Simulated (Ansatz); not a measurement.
This geometry of CH$_{7}$BO (10 atoms, charge 0, multiplicity 1) is a first-order saddle point.

These are results of Ansatz 0.2.0, RKS B3LYP-D4/def2-mTZVP, not measurements.

```xyz
10
Properties=species:S:1:pos:R:3
B -1.072 0.585 -0.634
O 0.447 -0.121 -0.533
C 0.824 -0.682 0.755
H -1.805 -0.340 -0.415
H -1.076 0.996 -1.762
H -1.054 1.433 0.222
H 1.098 0.534 -0.818
H 1.022 -1.742 0.615
H -0.009 -0.536 1.436
H 1.709 -0.178 1.137
```

Which two structures does it join? (They come from a converged band through this point; their orientation in space is the band's.)

No bond is made or broken. The dihedral B1–O2–C3–H10 goes from -179 to -56°. The two ends are copies of one structure, up to a mirror image or an exchange of like atoms.

Initial state:

```xyz
10
Properties=species:S:1:pos:R:3
B -1.079 0.443 -0.697
O 0.535 0.048 -0.485
C 0.849 -0.606 0.768
H -1.614 -0.631 -0.712
H -1.053 1.027 -1.747
H -1.337 1.127 0.262
H 1.042 0.870 -0.562
H 0.291 -1.537 0.765
H 0.531 0.014 1.606
H 1.919 -0.806 0.805
```

Final state:

```xyz
10
Properties=species:S:1:pos:R:3
B -1.047 0.613 -0.608
O 0.408 -0.211 -0.560
C 0.808 -0.677 0.753
H -1.839 -0.227 -0.280
H -1.097 0.955 -1.759
H -0.898 1.510 0.185
H 1.085 0.384 -0.916
H 1.771 -1.177 0.673
H 0.042 -1.379 1.064
H 0.851 0.159 1.450
```

How far does it lie above each of them?

1.7 kcal/mol above the first and 1.7 kcal/mol above the second. This is the barrier of this one path; another mechanism may lie lower.

Time of the run: 110 s on 1 thread of Arm Neoverse V1, on a shared host, peak memory 0.14 GiB.
